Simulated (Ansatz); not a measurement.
**What each rung costs, and what it gives**

The pair of NH$_{4}$⁺ (SMILES [NH4+], atoms 1–5) and C$_{2}$H$_{4}$ (SMILES C=C, atoms 6–11), both closed shells, in one local arrangement (a lower one may exist), relaxed at PBE0-D4/def2-TZVP:

```tsv
atom	x (Å)	y (Å)	z (Å)
N1	0.0862	-0.0819	-1.7165
H2	-0.8307	-0.3243	-2.0952
H3	0.0340	-0.0312	-0.6640
H4	0.3767	0.8228	-2.0906
H5	0.7639	-0.7941	-1.9933
C6	0.2489	-0.5157	1.4453
C7	-0.3899	0.6497	1.3604
H8	-0.2902	-1.4571	1.4952
H9	1.3297	-0.5656	1.5390
H10	0.1456	1.5942	1.3818
H11	-1.4743	0.7033	1.3377
```

Interaction energies are counterpoise-corrected; the time is that of the whole pair.

Program: Ansatz 0.2.0. Basis: as named in each row. Cores are frozen in the correlated methods. B3LYP uses VWN-RPA correlation. Extrapolation: Hartree–Fock as exp(−7.88 √X), correlation as X^−2.97.

Times are rough, for one single point on 4 threads of a shared host (Arm Neoverse V1).

The estimate by CCSD(T) at an estimated basis limit (MP2 extrapolated from triple and quadruple zeta, plus CCSD(T) − MP2 in triple zeta) is -0.515 eV.

```tsv
method	basis	time (s)	interaction energy (eV)	method less estimate
HF	STO-3G	under 1	-0.305	0.211
PBE-D4	STO-3G	under 1	-0.608	-0.092
SPW92	def2-SVP	under 1	-0.681	-0.166
B3LYP-D4	6-31G	under 1	-0.592	-0.077
PBE-D4	def2-SVP	under 1	-0.578	-0.062
PBE0-D4	def2-SVP	under 1	-0.555	-0.039
CCSD(T)	def2-SVP	1	-0.375	0.141
PBE-D4	def2-TZVPPD	1	-0.603	-0.087
revPBE-D4	def2-TZVPPD	1	-0.568	-0.053
BLYP-D4	def2-TZVPPD	2	-0.556	-0.041
wB97M-V	def2-SVP	2	-0.515	0.000
B3LYP-D4	def2-TZVPPD	3	-0.560	-0.044
HSE06-D4	def2-TZVPPD	3	-0.592	-0.077
PBE0-D4	def2-TZVPPD	4	-0.592	-0.077
r2SCAN-D4	def2-TZVPPD	4	-0.572	-0.057
B2PLYP	def2-TZVPPD	6	-0.510	0.006
B97M-V	def2-TZVPPD	6	-0.540	-0.025
wB97X-V	def2-TZVPPD	7	-0.541	-0.026
wB97M-V	def2-TZVPPD	8	-0.544	-0.029
MP2	def2-QZVPPD	19	-0.534	-0.019
CCSD(T)	def2-TZVPPD	67	-0.496	0.020
```

T1 diagnostic: at most 0.011. The restricted Hartree–Fock reference is unstable towards an unrestricted one at one or more of these structures.
